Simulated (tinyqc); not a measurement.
LCCD on RHF in the sto-3g basis, frozen core, for H2F+, spin multiplicity 1, step by step (part 1 of 2). Computed by tinyqc, a small Python program that keeps every step (integrals from PySCF). Settings: charge = 1, multiplicity = 1, basis = sto-3g, method = RHF, frozen orbitals = 1, energy threshold = 1e-10, iteration cap = 77, orthogonalisation = symmetric, start = atomic densities, DIIS depth = 6, amplitude equations = LCCD, DIIS depth for amplitudes = 6, cap on updates = 81. Command: `OMP_NUM_THREADS=1 python tinyqc.py 21649 21650 out.jsonl` (the two numbers bound the seeds that draw the settings). One thread of a shared host (Intel(R) Xeon(R) Processor @ 2.60GHz), about 0.1 s of CPU time with the checks. The early iterations of the SCF are left out here.

## One-electron integrals

Geometry (angstrom):
```
atom        x         y        z
F     0.00000   0.00000  0.00000
H     0.00000   0.88300  0.58300
H     0.00000  -0.95700  0.63200
```

Basis sto-3g: exponents (1/bohr^2) and contraction coefficients of normalised primitives:
```
element  l (shell)   exponent  coefficient
F            s (1)  166.67913      0.15433
F            s (1)   30.36081      0.53533
F            s (1)    8.21682      0.44463
F            s (2)    6.46480     -0.09997
F            s (2)    1.50228      0.39951
F            s (2)    0.48859      0.70012
F            p (3)    6.46480      0.15592
F            p (3)    1.50228      0.60768
F            p (3)    0.48859      0.39196
H            s (1)    3.42525      0.15433
H            s (1)    0.62391      0.53533
H            s (1)    0.16886      0.44463
```

Overlap, kinetic and nuclear-attraction integrals over the contracted functions; the nuclear repulsion is the sum of Za Zb / Rab.

nuclear repulsion = 8.9413207 hartree

overlap S:
```
          1F 1s    1F 2s   1F 2px    1F 2py   1F 2pz    2H 1s     3H 1s
1F 1s   1.00000  0.23799  0.00000   0.00000  0.00000  0.03529   0.02854
1F 2s   0.23799  1.00000  0.00000   0.00000  0.00000  0.36001   0.31054
1F 2px  0.00000  0.00000  1.00000   0.00000  0.00000  0.00000   0.00000
1F 2py  0.00000  0.00000  0.00000   1.00000  0.00000  0.24887  -0.22150
1F 2pz  0.00000  0.00000  0.00000   0.00000  1.00000  0.16431   0.14628
2H 1s   0.03529  0.36001  0.00000   0.24887  0.16431  1.00000   0.15399
3H 1s   0.02854  0.31054  0.00000  -0.22150  0.14628  0.15399   1.00000
```

kinetic energy T (hartree):
```
           1F 1s     1F 2s   1F 2px    1F 2py   1F 2pz     2H 1s     3H 1s
1F 1s   36.98458  -0.21286  0.00000   0.00000  0.00000  -0.00664  -0.00772
1F 2s   -0.21286   1.03800  0.00000   0.00000  0.00000   0.06539   0.03711
1F 2px   0.00000   0.00000  3.24801   0.00000  0.00000   0.00000   0.00000
1F 2py   0.00000   0.00000  0.00000   3.24801  0.00000   0.14673  -0.10605
1F 2pz   0.00000   0.00000  0.00000   0.00000  3.24801   0.09688   0.07004
2H 1s   -0.00664   0.06539  0.00000   0.14673  0.09688   0.76003  -0.00726
3H 1s   -0.00772   0.03711  0.00000  -0.10605  0.07004  -0.00726   0.76003
```

nuclear attraction V (hartree):
```
            1F 1s      1F 2s     1F 2px     1F 2py     1F 2pz     2H 1s     3H 1s
1F 1s   -77.97112   -9.40564    0.00000   -0.00140   -0.01154  -1.43122  -1.15558
1F 2s    -9.40564  -12.50089    0.00000   -0.01642   -0.14232  -3.37066  -2.83886
1F 2px    0.00000    0.00000  -12.35882    0.00000    0.00000   0.00000   0.00000
1F 2py   -0.00140   -0.01642    0.00000  -12.46146   -0.00731  -2.01751   1.73365
1F 2pz   -0.01154   -0.14232    0.00000   -0.00731  -12.40357  -1.36744  -1.17864
2H 1s    -1.43122   -3.37066    0.00000   -2.01751   -1.36744  -5.90487  -1.01163
3H 1s    -1.15558   -2.83886    0.00000    1.73365   -1.17864  -1.01163  -5.59509
```

core Hamiltonian H = T + V (hartree):
```
            1F 1s      1F 2s    1F 2px    1F 2py    1F 2pz     2H 1s     3H 1s
1F 1s   -40.98654   -9.61850   0.00000  -0.00140  -0.01154  -1.43786  -1.16329
1F 2s    -9.61850  -11.46289   0.00000  -0.01642  -0.14232  -3.30527  -2.80175
1F 2px    0.00000    0.00000  -9.11080   0.00000   0.00000   0.00000   0.00000
1F 2py   -0.00140   -0.01642   0.00000  -9.21345  -0.00731  -1.87078   1.62760
1F 2pz   -0.01154   -0.14232   0.00000  -0.00731  -9.15556  -1.27056  -1.10860
2H 1s    -1.43786   -3.30527   0.00000  -1.87078  -1.27056  -5.14484  -1.01889
3H 1s    -1.16329   -2.80175   0.00000   1.62760  -1.10860  -1.01889  -4.83505
```

## Two-electron integrals

Functions are numbered as in S; the eight-fold symmetry (ij|kl) = (ji|kl) = (kl|ij) leaves the list below.

Two-electron integrals (ij|kl) in chemists' order, unique and non-zero (hartree):
```
(11|11) 5.40350     (21|11) 0.84192     (21|21) 0.15630     (22|11) 1.26803
(22|21) 0.29234     (22|22) 0.92617     (31|31) 0.02800     (32|31) 0.04317
(32|32) 0.20459     (33|11) 1.26450     (33|21) 0.29240     (33|22) 0.92596
(33|33) 0.99751     (41|41) 0.02800     (42|41) 0.04317     (42|42) 0.20459
(43|43) 0.05377     (44|11) 1.26450     (44|21) 0.29240     (44|22) 0.92596
(44|33) 0.88997     (44|44) 0.99751     (51|51) 0.02800     (52|51) 0.04317
(52|52) 0.20459     (53|53) 0.05377     (54|54) 0.05377     (55|11) 1.26450
(55|21) 0.29240     (55|22) 0.92596     (55|33) 0.88997     (55|44) 0.88997
(55|55) 0.99751     (61|11) 0.12657     (61|21) 0.02330     (61|22) 0.04333
(61|33) 0.04326     (61|41) 0.00080     (61|42) 0.00150     (61|44) 0.04341
(61|51) 0.00053     (61|52) 0.00099     (61|54) 0.00010     (61|55) 0.04332
(61|61) 0.00351     (62|11) 0.32592     (62|21) 0.07617     (62|22) 0.26986
(62|33) 0.26588     (62|41) 0.00434     (62|42) 0.03408     (62|44) 0.27402
(62|51) 0.00286     (62|52) 0.02250     (62|54) 0.00537     (62|55) 0.26943
(62|61) 0.01153     (62|62) 0.09742     (63|31) 0.00791     (63|32) 0.04711
(63|43) 0.00714     (63|53) 0.00472     (63|63) 0.01433     (64|11) 0.18700
(64|21) 0.04426     (64|22) 0.16784     (64|33) 0.16070     (64|41) 0.01011
(64|42) 0.06716     (64|44) 0.17982     (64|51) 0.00145     (64|52) 0.01324
(64|54) 0.00791     (64|55) 0.16280     (64|61) 0.00697     (64|62) 0.07432
(64|64) 0.07061     (65|11) 0.12347     (65|21) 0.02922     (65|22) 0.11081
(65|33) 0.10610     (65|41) 0.00145     (65|42) 0.01324     (65|44) 0.10929
(65|51) 0.00887     (65|52) 0.05585     (65|54) 0.00925     (65|55) 0.11693
(65|61) 0.00461     (65|62) 0.04907     (65|64) 0.03716     (65|65) 0.03886
(66|11) 0.48753     (66|21) 0.11581     (66|22) 0.47361     (66|33) 0.45763
(66|41) 0.00814     (66|42) 0.09042     (66|44) 0.49064     (66|51) 0.00537
(66|52) 0.05970     (66|54) 0.02180     (66|55) 0.47202     (66|61) 0.01763
(66|62) 0.22103     (66|64) 0.19604     (66|65) 0.12944     (66|66) 0.77461
(71|11) 0.10223     (71|21) 0.01883     (71|22) 0.03504     (71|33) 0.03498
(71|41) -0.00064    (71|42) -0.00120    (71|44) 0.03510     (71|51) 0.00042
(71|52) 0.00079     (71|54) -0.00008    (71|55) 0.03504     (71|61) 0.00280
(71|62) 0.00906     (71|64) 0.00505     (71|65) 0.00362     (71|66) 0.01375
(71|71) 0.00229     (72|11) 0.27458     (72|21) 0.06422     (72|22) 0.22888
(72|33) 0.22545     (72|41) -0.00365    (72|42) -0.02920    (72|44) 0.23246
(72|51) 0.00241     (72|52) 0.01928     (72|54) -0.00463    (72|55) 0.22851
(72|61) 0.00944     (72|62) 0.06714     (72|64) 0.03527     (72|65) 0.03290
(72|66) 0.12421     (72|71) 0.00786     (72|72) 0.07127     (73|31) 0.00653
(73|32) 0.03943     (73|43) -0.00605    (73|53) 0.00400     (73|63) 0.00942
(73|73) 0.01028     (74|11) -0.16140    (74|21) -0.03822    (74|22) -0.14580
(74|33) -0.13969    (74|41) 0.00842     (74|42) 0.05694     (74|44) -0.15602
(74|51) -0.00125    (74|52) -0.01157    (74|54) 0.00679     (74|55) -0.14153
(74|61) -0.00539    (74|62) -0.03648    (74|64) -0.01011    (74|65) -0.01752
(74|66) -0.06180    (74|71) -0.00486    (74|72) -0.05577    (74|74) 0.05362
(75|11) 0.10659     (75|21) 0.02524     (75|22) 0.09629     (75|33) 0.09225
(75|41) -0.00125    (75|42) -0.01157    (75|44) 0.09504     (75|51) 0.00736
(75|52) 0.04707     (75|54) -0.00789    (75|55) 0.10146     (75|61) 0.00386
(75|62) 0.03347     (75|64) 0.01728     (75|65) 0.02563     (75|66) 0.06831
(75|71) 0.00321     (75|72) 0.03683     (75|74) -0.02863    (75|75) 0.02918
(76|11) 0.09238     (76|21) 0.02182     (76|22) 0.08507     (76|33) 0.08347
(76|41) -2.81e-05   (76|42) -0.00036    (76|44) 0.08513     (76|51) 0.00128
(76|52) 0.01250     (76|54) -0.00008    (76|55) 0.08651     (76|61) 0.00327
(76|62) 0.03074     (76|64) 0.02041     (76|65) 0.01774     (76|66) 0.07522
(76|71) 0.00264     (76|72) 0.02670     (76|74) -0.01852    (76|75) 0.01577
(76|76) 0.01257     (77|11) 0.45324     (77|21) 0.10772     (77|22) 0.44375
(77|33) 0.42945     (77|41) -0.00720    (77|42) -0.08216    (77|44) 0.45902
(77|51) 0.00475     (77|52) 0.05426     (77|54) -0.01953    (77|55) 0.44235
(77|61) 0.01582     (77|62) 0.13755     (77|64) 0.06661     (77|65) 0.07401
(77|66) 0.28575     (77|71) 0.01325     (77|72) 0.18254     (77|74) -0.16639
(77|75) 0.10988     (77|76) 0.07522     (77|77) 0.77461
```

## Orthogonalisation

S = U s U^T; symmetric (Loewdin) form X = U s^(-1/2) U^T, so that X^T S X = 1.

eigenvalues of S: 0.49875  0.59076  0.90346  1.00000  1.08790  1.26269  1.65644

X:
```
           1F 1s     1F 2s   1F 2px    1F 2py    1F 2pz     2H 1s     3H 1s
1F 1s    1.02347  -0.13386  0.00000  -0.00100  -0.00470   0.01745   0.01497
1F 2s   -0.13386   1.11887  0.00000   0.01112   0.04366  -0.20182  -0.16288
1F 2px   0.00000   0.00000  1.00000   0.00000   0.00000   0.00000   0.00000
1F 2py  -0.00100   0.01112  0.00000   1.05309   0.00450  -0.15572   0.13575
1F 2pz  -0.00470   0.04366  0.00000   0.00450   1.01972  -0.09014  -0.07541
2H 1s    0.01745  -0.20182  0.00000  -0.15572  -0.09014   1.10327  -0.05925
3H 1s    0.01497  -0.16288  0.00000   0.13575  -0.07541  -0.05925   1.07634
```

## Iteration 9 (converged): orbitals

converged F (hartree):
```
            1F 1s     1F 2s    1F 2px    1F 2py    1F 2pz     2H 1s     3H 1s
1F 1s   -26.56491  -6.77501   0.00000  -0.00184  -0.02066  -1.02168  -0.82749
1F 2s    -6.77501  -3.57706   0.00000  -0.01337  -0.08827  -1.07475  -0.91752
1F 2px    0.00000   0.00000  -0.99804   0.00000   0.00000   0.00000   0.00000
1F 2py   -0.00184  -0.01337   0.00000  -0.90386  -0.00763  -0.50627   0.45686
1F 2pz   -0.02066  -0.08827   0.00000  -0.00763  -0.94234  -0.38107  -0.34754
2H 1s    -1.02168  -1.07475   0.00000  -0.50627  -0.38107  -0.77143  -0.26821
3H 1s    -0.82749  -0.91752   0.00000   0.45686  -0.34754  -0.26821  -0.68705
```

Diagonalise F' = X^T F X, C = X C', fill 5 alpha and 5 beta electrons from the bottom; D = 2 C_occ C_occ^T. Each column has its largest component positive (the first on a tie).

F' = X^T F X (hartree):
```
           1         2         3         4         5         6         7
1  -26.08799  -3.43190   0.00000  -0.00452  -0.03834  -0.11615  -0.07603
2   -3.43190  -2.26174   0.00000   0.01130   0.03162  -0.44818  -0.37458
3    0.00000   0.00000  -0.99804   0.00000   0.00000   0.00000   0.00000
4   -0.00452   0.01130   0.00000  -0.72550   0.00515  -0.40732   0.36869
5   -0.03834   0.03162   0.00000   0.00515  -0.86942  -0.26935  -0.24072
6   -0.11615  -0.44818   0.00000  -0.40732  -0.26935  -0.37265  -0.05864
7   -0.07603  -0.37458   0.00000   0.36869  -0.24072  -0.05864  -0.38489
```

orbital energies (hartree): MO1 -26.57435, MO2 -1.98708, MO3 -1.10820, MO4 -1.01777, MO5 -0.99804, MO6 -0.08791, MO7 0.07312

coefficients C:
```
             MO1       MO2       MO3       MO4      MO5       MO6       MO7
1F 1s    0.99481  -0.25207   0.01304   0.05844  0.00000   0.09122   0.02952
1F 2s    0.02195   0.96045  -0.06792  -0.29077  0.00000  -0.53978  -0.18869
1F 2px   0.00000   0.00000   0.00000   0.00000  1.00000   0.00000   0.00000
1F 2py   0.00034   0.01185   0.74200  -0.08251  0.00000   0.17223  -0.75143
1F 2pz   0.00192   0.08486   0.08393   0.87231  0.00000  -0.50892  -0.14634
2H 1s   -0.00390   0.08827   0.36694   0.18642  0.00000   0.51558   0.92255
3H 1s   -0.00319   0.07353  -0.31831   0.25684  0.00000   0.86728  -0.53666
```

D after iteration 9:
```
           1F 1s     1F 2s   1F 2px    1F 2py    1F 2pz     2H 1s     3H 1s
1F 1s    2.11355  -0.47627  0.00000   0.00440   0.06518  -0.02090  -0.02169
1F 2s   -0.47627   2.02422  0.00000  -0.03003  -0.35559   0.01112   0.03497
1F 2px   0.00000   0.00000  2.00000   0.00000   0.00000   0.00000   0.00000
1F 2py   0.00440  -0.03003  0.00000   1.11502  -0.01739   0.51586  -0.51302
1F 2pz   0.06518  -0.35559  0.00000  -0.01739   1.55034   0.40180   0.40712
2H 1s   -0.02090   0.01112  0.00000   0.51586   0.40180   0.35440  -0.12484
3H 1s   -0.02169   0.03497  0.00000  -0.51302   0.40712  -0.12484   0.34541
```

## Convergence

Stop when the energy changes by less than 1e-10 hartree and every element of the error matrix X^T (F D S - S D F) X is below 3e-06.

Course of the cycle:
```
iteration  E (hartree)     change  largest element of the error matrix
1          -93.9544533          -                             1.01e+00
2          -98.7036278  -4.75e+00                             3.11e-01
3          -98.8324563  -1.29e-01                             2.36e-02
4          -98.8332905  -8.34e-04                             6.61e-03
5          -98.8333230  -3.25e-05                             2.46e-04
6          -98.8333231  -5.90e-08                             5.90e-05
7          -98.8333231  -7.03e-09                             1.23e-05
8          -98.8333231  -1.74e-10                             2.23e-06
9          -98.8333231  -6.34e-12                             1.11e-07
```

PySCF RHF in the same basis = -98.8333231 hartree

Converged in 9 iterations.

## Integrals over molecular orbitals

(pq|rs) = sum C_ip C_jq C_kr C_ls (ij|kl), one index at a time.

one-electron integrals over orbitals h = C^T H C (hartree):
```
           1         2         3         4         5         6         7
1  -40.96887   0.69628  -0.03460  -0.15057   0.00000  -0.24317  -0.07849
2    0.69628  -9.57381   0.06502   0.35008   0.00000   1.20197   0.39564
3   -0.03460   0.06502  -7.88923  -0.09533   0.00000  -0.44963   2.16192
4   -0.15057   0.35008  -0.09533  -8.54649   0.00000   1.50869   0.12566
5    0.00000   0.00000   0.00000   0.00000  -9.11080   0.00000   0.00000
6   -0.24317   1.20197  -0.44963   1.50869   0.00000  -5.42379   0.03357
7   -0.07849   0.39564   2.16192   0.12566   0.00000   0.03357  -5.89423
```

Two-electron integrals over orbitals (pq|rs), unique and non-zero (hartree); the lowest 1 orbital is frozen and left out:
```
(22|22) 0.85939    (32|22) 0.00199    (32|32) 0.15363    (33|22) 0.74766
(33|32) -0.00525   (33|33) 0.71873    (42|22) -0.00649   (42|32) 0.00192
(42|33) -0.00793   (42|42) 0.16135    (43|22) 0.00885    (43|32) 0.00708
(43|33) 0.00997    (43|42) -0.01067   (43|43) 0.04878    (44|22) 0.81104
(44|32) -0.01305   (44|33) 0.69877    (44|42) -0.08238   (44|43) 0.01045
(44|44) 0.86636    (52|52) 0.18337    (53|52) -0.00692   (53|53) 0.03783
(54|52) -0.03111   (54|53) 0.00229    (54|54) 0.05202    (55|22) 0.88297
(55|32) -0.00981   (55|33) 0.73757    (55|42) -0.05066   (55|43) 0.01152
(55|44) 0.82447    (55|55) 0.99751    (62|22) -0.12954   (62|32) 0.01546
(62|33) -0.08173   (62|42) -0.04677   (62|43) -0.00393   (62|44) -0.08852
(62|55) -0.13399   (62|62) 0.06838    (63|22) 0.04597    (63|32) 0.01985
(63|33) 0.04064    (63|42) -0.01162   (63|43) 0.01859    (63|44) 0.03418
(63|55) 0.04862    (63|62) -0.01628   (63|63) 0.06931    (64|22) -0.15569
(64|32) -0.01067   (64|33) -0.09315   (64|42) 0.01397    (64|43) -0.00807
(64|44) -0.15889   (64|55) -0.16102   (64|62) 0.05590    (64|63) -0.03458
(64|64) 0.08784    (65|52) -0.04671   (65|53) 0.00642    (65|54) -0.01054
(65|65) 0.02317    (66|22) 0.54721    (66|32) -0.03531   (66|33) 0.53249
(66|42) 0.06318    (66|43) -0.02683   (66|44) 0.52838    (66|55) 0.52797
(66|62) -0.04506   (66|63) -0.03717   (66|64) -0.01148   (66|66) 0.56915
(72|22) -0.04374   (72|32) -0.06729   (72|33) -0.01863   (72|42) -0.00238
(72|43) 0.01948    (72|44) -0.03480   (72|55) -0.04383   (72|62) 0.00660
(72|63) 0.01952    (72|64) 0.01759    (72|66) -0.01606   (72|72) 0.05989
(73|22) -0.21133   (73|32) 0.02155    (73|33) -0.16095   (73|42) 0.05258
(73|43) -0.00066   (73|44) -0.19665   (73|55) -0.23110   (73|62) 0.06120
(73|63) -0.01193   (73|64) 0.08641    (73|66) -0.02957   (73|72) 0.02535
(73|73) 0.16313    (74|22) -0.01178   (74|32) 0.04967    (74|33) -0.00641
(74|42) -0.00890   (74|43) -0.00681   (74|44) -0.01505   (74|55) -0.01305
(74|62) 0.01163    (74|63) 0.03803    (74|64) -0.00489   (74|66) -0.03274
(74|72) -0.00810   (74|73) 0.02084    (74|74) 0.04540    (75|52) -0.01497
(75|53) -0.02455   (75|54) 0.00050    (75|65) 0.00193    (75|75) 0.02054
(76|22) 0.00269    (76|32) 0.07749    (76|33) 0.00058    (76|42) 0.00728
(76|43) 0.04426    (76|44) -0.01253   (76|55) -0.00288   (76|62) -0.00336
(76|63) 0.06960    (76|64) -0.02334   (76|66) -0.06717   (76|72) 0.00369
(76|73) 0.03155    (76|74) 0.04864    (76|76) 0.12612    (77|22) 0.60167
(77|32) 0.04610    (77|33) 0.60074    (77|42) 0.00694    (77|43) 0.02265
(77|44) 0.57130    (77|55) 0.58763    (77|62) -0.04030   (77|63) 0.05352
(77|64) -0.04559   (77|66) 0.48908    (77|72) -0.01245   (77|73) -0.05145
(77|74) 0.02722    (77|76) 0.06317    (77|77) 0.59813
```

## LCCD: starting amplitudes

t_ij^ab = <ij||ab> / (e_i + e_j - e_a - e_b), whose energy is MP2.

Starting amplitudes (spin orbitals 1a, 1b, ...; amplitudes related by a flip of all spins are not repeated; the 24 largest):
```
from      to         t
3a 3b  7a 7b  -0.06904
4a 4b  6a 6b  -0.04723
3a 4b  6b 7a   0.04093
3a 3b  6a 6b  -0.03396
3a 4a  6a 7a   0.02292
4a 4b  7a 7b  -0.02081
2a 3b  6a 7b  -0.01987
2a 4b  6a 6b  -0.01976
3a 4b  6a 7b  -0.01801
2a 2b  6a 6b  -0.01800
3a 4b  6a 6b   0.01773
2a 2b  7a 7b  -0.01453
2a 3a  6a 7a  -0.01353
5a 5b  6a 6b  -0.01273
5a 5b  7a 7b  -0.00959
3a 4b  7a 7b  -0.00917
2a 3b  7a 7b  -0.00782
2a 3b  6b 7a   0.00634
2a 4b  6b 7a   0.00588
2a 3b  6a 6b   0.00557
3a 3b  6a 7b   0.00542
2a 4b  6a 7b  -0.00389
2a 4b  7a 7b   0.00257
4a 4b  6a 7b   0.00242
```

correlation energy = -0.0407100 hartree

## LCCD: amplitude update 1

t_ij^ab D_ij^ab are set to the remaining terms of the spin-orbital equations, evaluated with the old amplitudes; for the doubles these are <ij||ab> + 1/2 <ab||ef> t_ij^ef + 1/2 <mn||ij> t_mn^ab + P(ij)P(ab) <mb||ej> t_im^ae, D the orbital-energy denominators (linear CCD).

Amplitudes after update 1 (spin orbitals 1a, 1b, ...; amplitudes related by a flip of all spins are not repeated; the 24 largest):
```
from      to         t
3a 3b  7a 7b  -0.08627
4a 4b  6a 6b  -0.05620
3a 4b  6b 7a   0.04987
3a 3b  6a 6b  -0.04376
3a 4b  6a 7b  -0.02661
2a 4b  6a 6b  -0.02619
4a 4b  7a 7b  -0.02493
2a 3b  6a 7b  -0.02425
3a 4b  6a 6b   0.02353
3a 4a  6a 7a   0.02326
2a 2b  6a 6b  -0.01754
2a 2b  7a 7b  -0.01426
2a 3a  6a 7a  -0.01361
5a 5b  6a 6b  -0.01243
3a 4b  7a 7b  -0.01211
2a 3b  6b 7a   0.01064
2a 3b  7a 7b  -0.01060
5a 5b  7a 7b  -0.00896
2a 3b  6a 6b   0.00734
2a 4b  6b 7a   0.00659
3a 3b  6a 7b   0.00596
2a 4b  6a 7b  -0.00468
4a 4b  6a 7b   0.00362
2a 2b  6a 7b  -0.00213
```

correlation energy = -0.0495439 hartree

## LCCD: amplitude update 2

As before.

Amplitudes after update 2 (spin orbitals 1a, 1b, ...; amplitudes related by a flip of all spins are not repeated; the 24 largest):
```
from      to         t
3a 3b  7a 7b  -0.09177
4a 4b  6a 6b  -0.05926
3a 4b  6b 7a   0.05210
3a 3b  6a 6b  -0.04710
3a 4b  6a 7b  -0.03048
2a 4b  6a 6b  -0.02799
4a 4b  7a 7b  -0.02616
3a 4b  6a 6b   0.02551
2a 3b  6a 7b  -0.02517
3a 4a  6a 7a   0.02162
2a 2b  6a 6b  -0.01726
2a 2b  7a 7b  -0.01383
3a 4b  7a 7b  -0.01317
2a 3a  6a 7a  -0.01277
2a 3b  6b 7a   0.01240
5a 5b  6a 6b  -0.01223
2a 3b  7a 7b  -0.01151
5a 5b  7a 7b  -0.00840
2a 3b  6a 6b   0.00788
2a 4b  6b 7a   0.00666
3a 3b  6a 7b   0.00602
2a 4b  6a 7b  -0.00492
4a 4b  6a 7b   0.00405
2a 2b  6a 7b  -0.00228
```

correlation energy = -0.0520155 hartree
